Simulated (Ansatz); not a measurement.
Results of PBE-D3(BJ) in Ansatz (plane waves, PAW) for hcp Co.

Settings: plane-wave cutoff 520 eV, 24×24×14 k mesh (along the axes of the cell as run), Fermi–Dirac smearing 0.05 eV, spin-polarised with parallel moments, scalar-relativistic PAW data made under PBE.

Cell (relaxed at this level):

```cif
data_Co2
_chemical_formula_sum 'Co2'
_space_group_name_H-M_alt 'P 1'
_space_group_IT_number 1
_cell_length_a 2.47011
_cell_length_b 2.47011
_cell_length_c 3.99257
_cell_angle_alpha 90.000
_cell_angle_beta 90.000
_cell_angle_gamma 120.000
loop_
_space_group_symop_operation_xyz
  'x, y, z'
loop_
_atom_site_label
_atom_site_type_symbol
_atom_site_fract_x
_atom_site_fract_y
_atom_site_fract_z
_atom_site_occupancy
Co1 Co 0.33333 0.66667 0.25000 1
Co2 Co 0.66667 0.33333 0.75000 1
```
Starting moments (μB, in the order of the record's atoms Co Co): 1.8 1.8.

**Question.** Give the computed bulk modulus B0, magnetic moment per atom (the cell's total over its atoms) and pressure derivative B′ of the bulk modulus.

**Answer.** 
bulk modulus B0: 231 GPa
magnetic moment per atom (the cell's total over its atoms): 1.60 μB
pressure derivative B′ of the bulk modulus: 4.2

The run finds no gap.

Measured, for comparison: bulk modulus 193 GPa (zero-point energy and finite temperature contributions removed, our sources range from 193 to 198; as tabulated in doi:10.1021/acs.jctc.3c00612). Computed (rounded) less measured: bulk modulus +20 % (+17 % to +20 % over the range).

Note: the bulk modulus comes from volumes at which shape and atoms were relaxed.

Moments are spin moments.

Ansatz is an electronic-structure program.
